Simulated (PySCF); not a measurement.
Compound: C3H7Cl.
InChI=1S/C3H7Cl/c1-3(2)4/h3H,1-2H3

Method: EOM-IP-CCSD/aug-cc-pVDZ in PySCF, restricted Hartree–Fock reference, frozen core, non-relativistic, gas phase, PBE0-D3(BJ)/def2-SVP geometry.

Hartree–Fock orbital energies give these Koopmans values (eV): HOMO 11.62, HOMO-1 11.64, HOMO-2 13.29, HOMO-3 13.90, HOMO-4 14.02, HOMO-5 15.02, HOMO-6 16.07, HOMO-7 16.68.

Problem. What vertical ionisation energies does EOM-IP-CCSD give?

Solution. 
```csv
leading hole (HF orbital),Koopmans (eV),EOM-IP-CCSD (eV),change (eV),one-hole share
HOMO-1,11.64,10.74,-0.90,0.96
HOMO,11.62,10.75,-0.87,0.96
HOMO-2,13.29,12.58,-0.71,0.96
HOMO-3,13.90,12.84,-1.06,0.96
HOMO-4,14.02,13.03,-0.99,0.96
HOMO-5,15.02,14.08,-0.94,0.96
HOMO-6,16.07,14.84,-1.23,0.95
HOMO-7,16.68,15.59,-1.09,0.95
```

Problem. Does the order of the lines follow the orbital energies?

Solution. No: the HOMO-1 hole (10.74 eV) falls below the HOMO hole (10.75 eV). The corrections run from -1.23 to -0.71 eV, with a mean of -0.97 eV over the 8 lines; no line lies above its Koopmans value.

Problem. At what kinetic energies would He I light (21.22 eV) eject these electrons?

Solution. 10.48 eV (HOMO-1), 10.47 eV (HOMO), 8.64 eV (HOMO-2), 8.38 eV (HOMO-3), 8.19 eV (HOMO-4), 7.14 eV (HOMO-5), 6.38 eV (HOMO-6), 5.63 eV (HOMO-7).

Problem. What total energy has the lowest final state, and which wavelength reaches it?

Solution. E(CCSD) + ionisation energy = -577.86431 + 0.39478 = -577.46953 Eh, at the geometry of the initial state. The threshold wavelength is 1239.84 eV nm/10.74 eV = 115.4 nm.

Lines less than 0.15 eV apart could change places at a higher level. One root was sought for each valence orbital with −ε under 21 eV, eight at most, so deeper holes and satellites are missing; no vibrational structure.

Time: 4.1 min wall. Hardware: one thread, Arm Neoverse V2, no GPU (shared host).
